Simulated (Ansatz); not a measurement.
## Rh, fcc: geometry optimisation

Computed with DFT, RPBE, plane waves (420 eV) with PAW, scalar-relativistic in Ansatz 0.2.0. (PAW data from PBE, frozen cores regenerated.)

k-point mesh 14×14×14, Fermi-Dirac smearing 0.1 eV, no spin polarisation. Cell and atoms relax.

Starting structure:

```cif
data_structure
_symmetry_space_group_name_H-M 'P 1'
_symmetry_Int_Tables_number 1
_cell_length_a 2.6892
_cell_length_b 2.6892
_cell_length_c 2.6892
_cell_angle_alpha 60.000
_cell_angle_beta 60.000
_cell_angle_gamma 60.000
_cell_volume 13.75
loop_
_atom_site_label
_atom_site_type_symbol
_atom_site_fract_x
_atom_site_fract_y
_atom_site_fract_z
_atom_site_occupancy
Rh1 Rh 0.00000 0.00000 0.00000 1
```

**Question.** The pressure at the start is 10.9 GPa. By how much does the volume change?

**Answer.** From 13.75 to 14.33 Å³ per atom, 4.2 %. The final cell has a = 3.856 Å.

**Question.** How much energy does the relaxation gain?

**Answer.** 18.9 meV per atom.
